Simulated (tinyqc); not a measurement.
A ladder of methods, and size consistency: correlation methods against full CI in the sto-3g basis, for H2O, spin multiplicity 1. Computed by the program tinyqc with PySCF. All electrons correlated; +Q is the Davidson correction (1 - c0^2) E_corr. The last columns treat two copies 100 angstrom apart as one system. FCI is the lowest singlet.

Geometry (angstrom):
```
atom,x,y,z
O,0.0000,0.0000,0.0000
H,0.0000,0.6650,0.5970
H,0.0000,-0.6300,0.5650
```

RHF energy of one = -74.920879 hartree

Correlation energies (hartree):
```
method,E_corr of one,share of FCI (%),E_corr of two at 100 angstrom,two minus twice one (mhartree)
MP2,-0.03013,73.786,-0.06026,0.000
CISD,-0.04042,98.976,-0.07940,1.433
CISD+Q,-0.04116,100.796,-0.08217,0.156
CCSD,-0.04076,99.815,-0.08152,0.000
CCSD(T),-0.04081,99.931,-0.08162,0.000
FCI,-0.04084,100.000,-,-
```

What does the comparison show, and why?

MP2 recovers 74 %, CISD 99.0 % and CCSD 99.8 % of the FCI value (c0^2 = 0.982 in CISD). MP2 and coupled cluster are size consistent, so their last column vanishes; CISD loses 1.43 mhartree, since a double excitation on each copy is a quadruple of the pair, and the Davidson correction leaves +0.16.
